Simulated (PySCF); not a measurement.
System (SMILES): C#N (CH-N).
Geometry (B3LYP-D3(BJ)/def2-TZVP, fixed):
```xyz
3

C      0.0000     0.0000    -0.4969
N      0.0000     0.0000     0.6493
H      0.0000     0.0000    -1.5636
```
Charge 0, spin multiplicity 1.

Basis-set convergence of the mean static polarisability at HF with PySCF. All functions are spherical. Density fitting with generated auxiliary sets. No added dispersion term, no relativity. Reference: the value in d-aug-cc-pVTZ, 16.63 bohr³, itself unsure by roughly 0.2 % (its mean distance from aug-pcseg-3, aug-cc-pVQZ, aug-pcseg-2). Deviations are taken from unrounded values.

| basis | functions |
|---|---|
| def2-SVP | 33 |
| 6-311+G** | 50 |
| 6-311++G(2d,2p) | 64 |
| def2-TZVP | 68 |
| def2-TZVPP | 76 |
| d-aug-cc-pVDZ | 77 |
| 6-311++G(3df,3pd) | 96 |
| def2-QZVPP | 144 |
| d-aug-cc-pVTZ | 156 |

Q: Which is the smallest set listed that can be trusted to 1 % here, that is, within that of the reference together with its larger relatives (same family, alike in diffuse functions; a set with none to test it counts only in the reference's own line)?

A: The smallest set listed that lies within 1 % of the reference with all its larger relatives (same family, alike in diffuse functions; a set with none counts only in the reference's own line) is d-aug-cc-pVDZ (77 functions, -0.2 % off). Value minus reference over the reference: def2-SVP -27.8, 6-311+G** -16.2, 6-311++G(2d,2p) -9.3, def2-TZVP -11.6, def2-TZVPP -11.2, d-aug-cc-pVDZ -0.2, 6-311++G(3df,3pd) -2.0, def2-QZVPP -5.7, d-aug-cc-pVTZ 0.0 %.
